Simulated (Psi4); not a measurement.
# CH3BO (Borane carbonyl): levels of theory compared

Aim: a comparison of 3 runs (TPSS/STO-3G, B3LYP/3-21G, CCSD(T)/def2-SVP) of CH3BO (Borane carbonyl). 

Program for the calculation: Psi4 1.11.

2 further runs of the same task are left out: 2 set aside as unsound or not needed.

**1. Starting point**

CH3BO: 6 atoms, total charge 0, spin state singlet. As SMILES, `[BH3-]C#[O+]`. Geometry: relaxed at GFN2-xTB.

Bond lengths: B1–C2 1.473 Å, C2–O3 1.142 Å, B1–H4 1.186 Å, B1–H5 1.187 Å, B1–H6 1.188 Å. Angles: B1–C2–O3 178.8°, C2–B1–H4 107.2°, C2–B1–H5 106.3°, C2–B1–H6 105.3°, H4–B1–H5 112.5°, H4–B1–H6 112.5°, H5–B1–H6 112.4°.

**2. Energy and forces at TPSS/STO-3G (run 1)**

File ch3bo.in:

```
memory 1600 mb

molecule m {
  B     -0.267820     0.395530    -0.192970
  C      0.482140    -0.749160     0.351570
  O      1.081050    -1.621230     0.782350
  H     -1.421210     0.151210    -0.065180
  H      0.052740     0.493160    -1.331590
  H      0.073090     1.330480     0.455820
  units angstrom
  symmetry c1
}

set globals {
  puream true
  e_convergence 1e-09
  d_convergence 1e-08
  scf_type pk
  dft_radial_points 99
  dft_spherical_points 590
}

e_tot, wfn = gradient("tpss/STO-3G", return_wfn=True)
oeprop(wfn, "LOWDIN_CHARGES", "MAYER_INDICES", "WIBERG_LOWDIN_INDICES", title="TPSS")
```

Run with:

```sh
psi4 ch3bo.in ch3bo.out -n 1
```

ch3bo.out:

```text
[...]
  Running in c1 symmetry.
[...]
  Nuclear repulsion =   57.083946016465987
[...]
  Multiplicity = 1
[...]
  Nalpha       = 11
  Nbeta        = 11
[...]
    Number of basis functions: 18
[...]
   @RKS iter   1:  -138.14090684558013   -1.10426e+00   1.18540e-02 ADIIS/DIIS
[...]
   @RKS iter  10:  -138.19139483134492   -8.52651e-13   7.57117e-09 DIIS
[...]
    Orbital Energies [Eh]
    ---------------------
    Doubly Occupied:
       1A    -18.893657     2A     -9.987574     3A     -6.349423
       4A     -1.108141     5A     -0.562540     6A     -0.435468
       7A     -0.413449     8A     -0.413376     9A     -0.308423
      10A     -0.250188    11A     -0.249790
[...]
  @RKS Final Energy:  -138.19139483134492
   => Energetics <=
    Nuclear Repulsion Energy =             57.0839460164659869
    One-Electron Energy =                -299.4045122031008077
    Two-Electron Energy =                 123.3494614388944228
    DFT Exchange-Correlation Energy =     -19.2202900836045103
    Empirical Dispersion Energy =           0.0000000000000000
    VV10 Nonlocal Energy =                  0.0000000000000000
    Total Energy =                       -138.1913948313449225
[...]
  -Total Gradient:
     Atom            X                  Y                   Z
    ------   -----------------  -----------------  -----------------
       1        0.017875785819    -0.027939478591     0.013194576330
       2        0.061043460126    -0.088298774405     0.043747400705
       3       -0.078432672273     0.115117430593    -0.056471905712
       4       -0.001844943139    -0.000104221872     0.000029872725
       5        0.000515528385     0.000055731479    -0.001834518226
       6        0.000843531278     0.001168328151     0.001335247759
[...]
```

Run time: 13 s. Hardware: 1 thread of Intel Xeon Platinum 8488C (Sapphire Rapids), shared host; peak memory 0.65 GiB.

**3. Energy and gradient at B3LYP/3-21G (run 2)**

File ch3bo.py:

```python
import psi4

psi4.set_memory(1600000000)
psi4.set_num_threads(1)
psi4.set_output_file('output.dat', False)

m = psi4.geometry("""
0 1
B     -0.267820     0.395530    -0.192970
C      0.482140    -0.749160     0.351570
O      1.081050    -1.621230     0.782350
H     -1.421210     0.151210    -0.065180
H      0.052740     0.493160    -1.331590
H      0.073090     1.330480     0.455820
symmetry c1
no_reorient
no_com
""")

options = {'basis': '3-21G', 'puream': True, 'e_convergence': 1e-09, 'd_convergence': 1e-08, 'scf_type': 'pk', 'dft_radial_points': 99, 'dft_spherical_points': 590}
psi4.set_options(options)

energy_value = psi4.gradient('B3LYP', molecule=m)
print('gradient / Eh bohr^-1')
print(energy_value.np.round(6))
for k, v in sorted(psi4.core.scalar_variables().items()):
    print(f'{k:45s} {v:18.10f}')
```

Run with:

```sh
python ch3bo.py
```

output.dat:

```text
[...]
  Running in c1 symmetry.
[...]
  Nuclear repulsion =   57.083946016465973
[...]
  Multiplicity = 1
[...]
  Nalpha       = 11
  Nbeta        = 11
[...]
    Number of basis functions: 33
[...]
   @RKS iter   1:  -139.07227441214977   -3.96299e-01   1.32406e-02 ADIIS/DIIS
[...]
   @RKS iter  10:  -139.19208723491752   -1.19371e-12   7.10222e-09 DIIS
[...]
    Orbital Energies [Eh]
    ---------------------
    Doubly Occupied:
       1A    -19.190110     2A    -10.302216     3A     -6.661622
       4A     -1.222074     5A     -0.666032     6A     -0.556407
       7A     -0.513193     8A     -0.513082     9A     -0.403793
      10A     -0.340066    11A     -0.339736
[...]
  @RKS Final Energy:  -139.19208723491752
   => Energetics <=
    Nuclear Repulsion Energy =             57.0839460164659727
    One-Electron Energy =                -300.0482981470019013
    Two-Electron Energy =                 119.1880687903875895
    DFT Exchange-Correlation Energy =     -15.4158038947691924
    Empirical Dispersion Energy =           0.0000000000000000
    VV10 Nonlocal Energy =                  0.0000000000000000
    Total Energy =                       -139.1920872349175227
[...]
  -Total Gradient:
     Atom            X                  Y                   Z
    ------   -----------------  -----------------  -----------------
       1        0.006275681533    -0.008989444084     0.004606610716
       2        0.002024129688    -0.003674082077     0.001430493235
       3       -0.015171170030     0.023482267783    -0.011017112524
       4        0.011298223553     0.001344640564    -0.000812604254
       5       -0.002251119713    -0.002142506849     0.010968570453
       6       -0.002175500694    -0.010021702160    -0.005175726943
[...]
```

The script printed:

```text
gradient / Eh bohr^-1
[[ 0.006276 -0.008989  0.004607]
 [ 0.002024 -0.003674  0.00143 ]
 [-0.015171  0.023482 -0.011017]
 [ 0.011298  0.001345 -0.000813]
 [-0.002251 -0.002143  0.010969]
 [-0.002176 -0.010022 -0.005176]]
CURRENT ENERGY                                   -139.1920872349
CURRENT REFERENCE ENERGY                         -139.1920872349
DD SOLVATION ENERGY                                 0.0000000000
DFT FUNCTIONAL TOTAL ENERGY                      -139.1920872349
DFT TOTAL ENERGY                                 -139.1920872349
DFT VV10 ENERGY                                     0.0000000000
DFT XC ENERGY                                     -15.4158038948
GRID ELECTRONS ALPHA                               11.0000000185
GRID ELECTRONS BETA                                11.0000000185
GRID ELECTRONS TOTAL                               22.0000000370
NUCLEAR REPULSION ENERGY                           57.0839460165
ONE-ELECTRON ENERGY                              -300.0482981470
PCM POLARIZATION ENERGY                             0.0000000000
PE ENERGY                                           0.0000000000
SCF ITERATION ENERGY                             -139.1920872349
SCF ITERATIONS                                     10.0000000000
SCF TOTAL ENERGY                                 -139.1920872349
TWO-ELECTRON ENERGY                               119.1880687904
XC GRID RADIAL POINTS                              99.0000000000
XC GRID SPHERICAL POINTS                          590.0000000000
XC GRID TOTAL POINTS                           332522.0000000000
```

It took 6.6 s on 1 thread of Intel Xeon Platinum 8488C (Sapphire Rapids), shared host; peak memory 0.5 GiB.

**4. The energy at CCSD(T)/def2-SVP (run 3)**

File job.py:

```python
import psi4

psi4.set_memory(1600000000)
psi4.set_num_threads(1)
psi4.core.set_output_file('ch3bo.out', False)

m = psi4.geometry("""
0 1
B     -0.267820     0.395530    -0.192970
C      0.482140    -0.749160     0.351570
O      1.081050    -1.621230     0.782350
H     -1.421210     0.151210    -0.065180
H      0.052740     0.493160    -1.331590
H      0.073090     1.330480     0.455820
symmetry c1
no_reorient
no_com
""")

psi4.set_options({
    'basis': 'def2-SVP',
    'reference': 'rhf',
    'puream': True,
    'e_convergence': 1e-09,
    'd_convergence': 1e-08,
    'scf_type': 'pk',
    'num_frozen_docc': 3,
})

e_tot = psi4.energy('ccsd(t)')
print(f'total energy {e_tot:.8f} hartree = {e_tot * 27.211386:.5f} eV')
```

Run with:

```sh
python job.py
```

ch3bo.out:

```text
[...]
  Running in c1 symmetry.
[...]
  Nuclear repulsion =   57.083946016465973
[...]
  Multiplicity = 1
[...]
  Nalpha       = 11
  Nbeta        = 11
[...]
    Number of basis functions: 57
[...]
   @RHF iter   1:  -138.96133552455288   -7.95224e-01   5.71631e-03 DIIS/ADIIS
[...]
   @RHF iter  11:  -139.02205947422848   -3.69482e-12   8.11256e-09 DIIS
[...]
  @RHF Final Energy:  -139.02205947422848
   => Energetics <=
    Nuclear Repulsion Energy =             57.0839460164659727
    One-Electron Energy =                -300.5021982529398201
    Two-Electron Energy =                 104.3961927622453771
    Total Energy =                       -139.0220594742284561
[...]
 Multipole Moments:
 ------------------------------------------------------------------------------------
     Multipole            Electronic (a.u.)      Nuclear  (a.u.)        Total (a.u.)
 ------------------------------------------------------------------------------------
 L = 1.  Multiply by 2.5417464519 to convert [e a0] to [Debye]
 Dipole X            :        -16.5254705           16.8313371            0.3058665
 Dipole Y            :         25.0455201          -25.5345463           -0.4890262
 Dipole Z            :        -11.9876801           12.2122039            0.2245238
 Magnitude           :                                                    0.6189603
[...]
      * MP2 total energy                      = -139.433961777589161
[...]
      * CCSD total energy                     = -139.455192544780232
[...]
      * CCSD(T) total energy                  = -139.471185711261427
```

Standard output:

```text
total energy -139.47118571 hartree = -3795.20427 eV
```

It took 7.5 s on 1 thread of Intel Xeon Platinum 8488C (Sapphire Rapids), shared host; peak memory 0.26 GiB.

**5. Overview of the runs**

```
run             level               properties      task  energy (Eh)  dipole moment (D)  HOMO energy (eV)  LUMO energy (eV)  wall time
  1       TPSS/STO-3G  (lowdin, mayer, wiberg)  gradient  -138.191395               2.23             -6.80             -0.35       13 s
  2       B3LYP/3-21G                        –  gradient  -139.192087               1.47             -9.24             -1.53      6.6 s
  3  CCSD(T)/def2-SVP                        –    energy  -139.471186                  –            -12.90              2.63      7.5 s
```

**6. Results**

| quantity | value |
| --- | --- |
| run 3: total energy | -139.47119 Eh |
| run 3: HOMO energy (Hartree–Fock orbitals) | -12.90 eV |
| run 3: LUMO energy (Hartree–Fock orbitals) | 2.63 eV |
| run 3: HOMO–LUMO gap (Hartree–Fock orbitals) | 15.53 eV |
| run 3: correlation energy (3 core orbitals frozen) | -449.1 mEh |
| run 3: (T) correction | -15.99 mEh |
| run 3: T1 diagnostic | 0.018 |

Totals of different functionals can't be ranked against each other. In run 1 the basis is minimal, so the values are rough. All runs together took 27 s, the longest 13 s.
